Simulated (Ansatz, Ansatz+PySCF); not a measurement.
| atom | x (Å) | y (Å) | z (Å) |
| --- | --- | --- | --- |
| C | -0.0351 | -0.0026 | -0.7365 |
| C | -0.0328 | -0.0217 | 0.7973 |
| O | -0.0158 | 1.0540 | -1.3110 |
| O | 0.0160 | -1.0932 | 1.3198 |
| H | -0.0497 | -0.9753 | -1.2493 |
| H | -0.0296 | 0.9972 | 1.2889 |

RHF on singlet C₂H₂O₂ was run in several spherical basis sets with Ansatz (development build ahead of 0.2.0).

Task: Rank the basis sets by the total energy that they give, lowest first, with the distance from the lowest.
A. cc-pVDZ
B. 6-31G(d)
C. 6-31G
D. cc-pVTZ
E. def2-TZVP
F. def2-SVP

Result: E (0.00 eV), D (0.26 eV), A (2.06 eV), B (2.63 eV), C (5.79 eV), F (7.42 eV).

Totals follow the description of the cores as much as that of the bonds, so this order isn't one of quality for chemistry.
